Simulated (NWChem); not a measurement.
Everything below was run with NWChem. System: F$_{3}$N, charge 0, spin multiplicity 1, at a geometry optimised with B3LYP/def2-SVP. Level: B3LYP/cc-pVDZ, VWN1-RPA local correlation, spin-restricted.

The NWChem input:

```
start mol
memory heap 200 mb stack 900 mb global 1100 mb
geometry units angstroms nocenter noautoz noautosym
  F      0.616153    -0.118856     1.065783
  N     -0.003236     0.474531     0.000000
  F      0.616153    -0.118856    -1.065783
  F     -1.229789    -0.131368     0.000000
end
basis spherical
  * library cc-pvdz
end
dft
  xc b3lyp
  semidirect memsize 60000000 filesize 0
  iterations 100
end
task dft energy
```

NWChem printed:

```
             Northwest Computational Chemistry Package (NWChem) 7.3.0
             --------------------------------------------------------

                                NWChem Input Module
                                -------------------

 Scaling coordinates for geometry "geometry" by  1.889725989
 (inverse scale =  0.529177249)

                             Geometry "geometry" -> ""
                             -------------------------

 Output coordinates in angstroms (scale by  1.889725989 to convert to a.u.)

  No.       Tag          Charge          X              Y              Z
 ---- ---------------- ---------- -------------- -------------- --------------
    1 F                    9.0000     0.61615300    -0.11885600     1.06578300
    2 N                    7.0000    -0.00323600     0.47453100     0.00000000
    3 F                    9.0000     0.61615300    -0.11885600    -1.06578300
    4 F                    9.0000    -1.22978900    -0.13136800     0.00000000

 Effective nuclear repulsion energy (a.u.)     133.4330224052

            Nuclear Dipole moment (a.u.)
            ----------------------------
        X                 Y               Z
 ---------------- ---------------- ----------------
     0.0000018897    -0.0000056692     0.0000000000


 Summary of "ao basis" -> "" (spherical)
 ------------------------------------------------------------------------------
       Tag                 Description            Shells   Functions and Types
 ---------------- ------------------------------  ------  ---------------------
 *                          cc-pvdz                   on all atoms

                                 NWChem DFT Module
                                 -----------------

 Summary of "ao basis" -> "ao basis" (spherical)
 ------------------------------------------------------------------------------
       Tag                 Description            Shells   Functions and Types
 ---------------- ------------------------------  ------  ---------------------
 F                          cc-pvdz                  6       14   3s2p1d
 N                          cc-pvdz                  6       14   3s2p1d

 Summary of "ao basis" -> "ao basis" (spherical)
 ------------------------------------------------------------------------------
       Tag                 Description            Shells   Functions and Types
 ---------------- ------------------------------  ------  ---------------------
 F                          cc-pvdz                  6       14   3s2p1d
 N                          cc-pvdz                  6       14   3s2p1d

            General Information
            -------------------
          SCF calculation type: DFT
          Wavefunction type:  closed shell.
          No. of atoms     :     4
          No. of electrons :    34
           Alpha electrons :    17
            Beta electrons :    17
          Charge           :     0
          Spin multiplicity:     1
          Use of symmetry is: off; symmetry adaption is: off
          Maximum number of iterations: 100
          AO basis - number of functions:    56
                     number of shells:    24
          Convergence on energy requested:  1.00D-06
          Convergence on density requested:  1.00D-05
          Convergence on gradient requested:  5.00D-04

              XC Information
              --------------
                         B3LYP Method XC Potential
                     Hartree-Fock (Exact) Exchange  0.200
                        Slater Exchange Functional  0.800 local
[...]
   time(s): 0.00e+00  0.00e+00  0.00e+00  0.00e+00  0.00e+00
rate(mb/s): 0.00e+00  0.00e+00
------------------------------------------------------------

   convergence    iter        energy       DeltaE   RMS-Dens  Diis-err    time
 ---------------- ----- ----------------- --------- --------- ---------  ------
 d= 0,ls=0.0,diis     1   -353.8431719318 -4.87D+02  3.51D-02  2.42D+00     1.0
 d= 0,ls=0.0,diis     2   -353.1741514991  6.69D-01  2.24D-02  1.07D+01     1.2
 d= 0,ls=0.0,diis     3   -354.0924688383 -9.18D-01  2.12D-03  4.17D-02     1.3
 d= 0,ls=0.0,diis     4   -354.0950468271 -2.58D-03  6.10D-04  8.60D-03     1.4
 d= 0,ls=0.0,diis     5   -354.0956652494 -6.18D-04  5.15D-05  2.25D-05     1.6
  Resetting Diis
 d= 0,ls=0.0,diis     6   -354.0956676885 -2.44D-06  1.90D-05  3.51D-07     1.7
 d= 0,ls=0.0,diis     7   -354.0956677737 -8.52D-08  3.29D-06  2.17D-08     1.8

         Total DFT energy =     -354.095667773712
      One electron energy =     -756.747996705948
           Coulomb energy =      307.403913285374
    Exchange-Corr. energy =      -38.184606758347
 Nuclear repulsion energy =      133.433022405210

 Numeric. integr. density =       34.000002123646

     Total iterative time =      1.4s

                       DFT Final Molecular Orbital Analysis
                       ------------------------------------

 Vector   15  Occ=2.000000D+00  E=-4.428824D-01
              MO Center=  3.8D-01, -9.1D-02, -3.9D-05, r^2= 1.8D+00
   Bfn.  Coefficient  Atom+Function         Bfn.  Coefficient  Atom+Function
  ----- ------------  ---------------      ----- ------------  ---------------
     6      0.347371  1 F  pz                34      0.347377  3 F  pz
     5      0.305958  1 F  py                33     -0.305977  3 F  py
    48      0.249160  4 F  pz                 9      0.236968  1 F  pz
    37      0.236973  3 F  pz                 8      0.196318  1 F  py
    36     -0.196329  3 F  py                51      0.159670  4 F  pz

 Vector   16  Occ=2.000000D+00  E=-4.280659D-01
              MO Center=  1.8D-03, -1.2D-01, -1.5D-07, r^2= 1.9D+00
   Bfn.  Coefficient  Atom+Function         Bfn.  Coefficient  Atom+Function
  ----- ------------  ---------------      ----- ------------  ---------------
    48      0.413972  4 F  pz                 4      0.358799  1 F  px
    32     -0.358799  3 F  px                51      0.272597  4 F  pz
     7      0.236272  1 F  px                35     -0.236272  3 F  px
     6     -0.207424  1 F  pz                34     -0.207424  3 F  pz
     9     -0.136600  1 F  pz                37     -0.136600  3 F  pz

 Vector   17  Occ=2.000000D+00  E=-3.492302D-01
              MO Center= -2.2D-03,  3.3D-01, -1.5D-08, r^2= 1.5D+00
   Bfn.  Coefficient  Atom+Function         Bfn.  Coefficient  Atom+Function
  ----- ------------  ---------------      ----- ------------  ---------------
    17      0.461108  2 N  s                 19      0.428911  2 N  py
     5     -0.306893  1 F  py                33     -0.306893  3 F  py
    47     -0.307415  4 F  py                 8     -0.228456  1 F  py
    36     -0.228456  3 F  py                50     -0.228909  4 F  py
    16      0.201373  2 N  s                 22      0.201268  2 N  py

 Vector   18  Occ=0.000000D+00  E= 2.800645D-02
              MO Center=  1.1D-01,  3.3D-01,  2.3D-07, r^2= 1.2D+00
   Bfn.  Coefficient  Atom+Function         Bfn.  Coefficient  Atom+Function
  ----- ------------  ---------------      ----- ------------  ---------------
    23      0.683704  2 N  pz                20      0.679744  2 N  pz
     3     -0.332503  1 F  s                 31      0.332504  3 F  s
     7      0.203799  1 F  px                35     -0.203797  3 F  px
     5     -0.201087  1 F  py                33      0.201088  3 F  py
     8     -0.199451  1 F  py                36      0.199452  3 F  py

 Vector   19  Occ=0.000000D+00  E= 2.801858D-02
              MO Center= -1.1D-01,  3.2D-01,  1.5D-06, r^2= 1.2D+00
   Bfn.  Coefficient  Atom+Function         Bfn.  Coefficient  Atom+Function
  ----- ------------  ---------------      ----- ------------  ---------------
    21      0.683726  2 N  px                18      0.679745  2 N  px
    45      0.383163  4 F  s                 49      0.305652  4 F  px
    46      0.278606  4 F  px                47      0.235442  4 F  py
    50      0.233831  4 F  py                 9      0.203233  1 F  pz
    37     -0.203230  3 F  pz                 3     -0.192797  1 F  s

 Vector   20  Occ=0.000000D+00  E= 2.903994D-02
              MO Center= -2.1D-03,  2.7D-02, -1.8D-06, r^2= 1.3D+00
   Bfn.  Coefficient  Atom+Function         Bfn.  Coefficient  Atom+Function
  ----- ------------  ---------------      ----- ------------  ---------------
    17      0.748795  2 N  s                 19     -0.538233  2 N  py
    22     -0.507687  2 N  py                16      0.391174  2 N  s
    49     -0.349714  4 F  px                46     -0.327214  4 F  px
     3     -0.311913  1 F  s                 31     -0.311915  3 F  s
    45     -0.313452  4 F  s                  9      0.301966  1 F  pz

 center of mass
 --------------
 x =   0.00006668 y =  -0.00976929 z =   0.00000000

 moments of inertia (a.u.)
 ------------------
         168.469461229493          -0.946893313138           0.000000000000
          -0.946893313138         308.249117563761           0.000000000000
           0.000000000000           0.000000000000         168.462061485783

     Multipole analysis of the density
     ---------------------------------

     L   x y z        total         alpha         beta         nuclear
     -   - - -        -----         -----         ----         -------
     0   0 0 0     -0.000000    -17.000000    -17.000000     34.000000

     1   1 0 0     -0.000243     -0.000122     -0.000122      0.000002
     1   0 1 0      0.048524      0.024265      0.024265     -0.000006
     1   0 0 1     -0.000000     -0.000000     -0.000000      0.000000

     2   2 0 0    -14.796128    -43.903454    -43.903454     73.010780
     2   1 1 0     -0.001416     -0.223976     -0.223976      0.446535
     2   1 0 1     -0.000000     -0.000000     -0.000000      0.000000
     2   0 2 0    -14.591981    -10.841803    -10.841803      7.091624
     2   0 1 1      0.000000      0.000000      0.000000      0.000000
     2   0 0 2    -14.795904    -43.905087    -43.905087     73.014271

 Task  times  cpu:        1.8s     wall:        1.8s

 Total times  cpu:        1.8s     wall:        1.8s
```
